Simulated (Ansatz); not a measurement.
# CHS+ (SMILES [CH+]=S): functionals against CCSD(T) at one geometry

The atoms stand at a structure displaced at random from a GFN2-xTB minimum. How far do the functionals agree with CCSD(T) there?

Computed with Ansatz 0.2.0, Gaussian basis. Level: single points in def2-TZVPP.

Correlated methods freeze the cores.

### Step 1. The starting structure

3 atoms, charge 1, spin multiplicity 1.

Atoms are counted from 1 here; the program's logs count them from 0.

Bond lengths: C1–S2 1.513 Å, C1–H3 1.044 Å. Angles: S2–C1–H3 178.3°.

Geometry (Å):

```xyz
3
charge 1, multiplicity 1
C    -0.1285   -0.0031   -0.0796
S     1.2098   -0.1845    0.6019
H    -1.0518    0.1514   -0.5410
```

### Step 2. CCSD(T)/def2-TZVPP

run/in.yaml

```yaml
crystal:
  periodic: [false, false, false]
  atoms:
    - {symbol: C, position_ang: [-0.128500, -0.003100, -0.079600]}
    - {symbol: S, position_ang: [1.209800, -0.184500, 0.601900]}
    - {symbol: H, position_ang: [-1.051800, 0.151400, -0.541000]}
basis:
  gaussian: {orbitals: def2-TZVPP}
total_charge: 1
correlation: {method: ccsd_t}
output: {forces: true}
```

The command line of these runs was not kept.

### Step 3. PBE0-D4/def2-TZVPP

Edit run/in.yaml of step 2 so:

```diff
@@ -9,3 +9,3 @@
 total_charge: 1
-correlation: {method: ccsd_t}
-output: {forces: true}
+hamiltonian: {xc: pbe0, dispersion: d4}
+output: {forces: true, orbitals: {seedname: orbitals}}
```

### Step 4. wB97M-V/def2-TZVPP

Edit run/in.yaml of step 3 so:

```diff
@@ -9,3 +9,3 @@
 total_charge: 1
-hamiltonian: {xc: pbe0, dispersion: d4}
-output: {forces: true, orbitals: {seedname: orbitals}}
+hamiltonian: {xc: {name: wB97M-V}}
+output: {forces: true}
```

### Step 5. r2SCAN-D4/def2-TZVPP

Edit run/in.yaml of step 4 so:

```diff
@@ -9,3 +9,3 @@
 total_charge: 1
-hamiltonian: {xc: {name: wB97M-V}}
+hamiltonian: {xc: r2scan, dispersion: d4}
 output: {forces: true}
```

### Step 6. PBE-D4/def2-TZVPP

Edit run/in.yaml of step 5 so:

```diff
@@ -9,3 +9,3 @@
 total_charge: 1
-hamiltonian: {xc: r2scan, dispersion: d4}
+hamiltonian: {xc: pbe, dispersion: d4}
 output: {forces: true}
```

### Step 7. B97M-V/def2-TZVPP

Edit run/in.yaml of step 6 so:

```diff
@@ -9,3 +9,3 @@
 total_charge: 1
-hamiltonian: {xc: pbe, dispersion: d4}
+hamiltonian: {xc: {name: B97M-V}}
 output: {forces: true}
```

### Step 8. revPBE-D4/def2-TZVPP

Edit run/in.yaml of step 7 so:

```diff
@@ -9,3 +9,3 @@
 total_charge: 1
-hamiltonian: {xc: {name: B97M-V}}
+hamiltonian: {xc: {name: revPBE}, dispersion: d4}
 output: {forces: true}
```

(Steps that only read results are left out.)

Q: Predict the outcome of this session. Wanted: energy less free atoms, CCSD(T)/def2-TZVPP; RMS force component; RMS force error; HOMO and LUMO, PBE0-D4; T1 diagnostic.

As calculated:

| quantity | value |
| --- | --- |
| energy less free atoms, CCSD(T)/def2-TZVPP | -46.2 kcal/mol |
| RMS force component | 1.409 to 2.078 eV/Å over the methods |
| RMS force error | PBE0-D4 0.596, wB97M-V 0.724, r2SCAN-D4 0.395, PBE-D4 0.161, B97M-V 0.485, revPBE-D4 0.123 eV/Å |
| HOMO and LUMO, PBE0-D4 | -17.82 and -10.20 eV |
| T1 diagnostic | 0.020 |

In words: Against CCSD(T) the functionals' energies less atoms differ by -14.7 to -1.9 kcal/mol, PBE-D4 by -14.7 kcal/mol. CCSD(T) in triple zeta still lacks some correlation energy of the bonds, so part of these gaps is its own basis error and they don't rank the functionals. On forces the order runs from revPBE-D4 to wB97M-V. Frozen-core CCSD(T) forces in triple zeta carry basis errors of their own, and this is one geometry, so small gaps rank nothing. The restricted Hartree–Fock reference is unstable towards an unrestricted one at one or more of these structures.
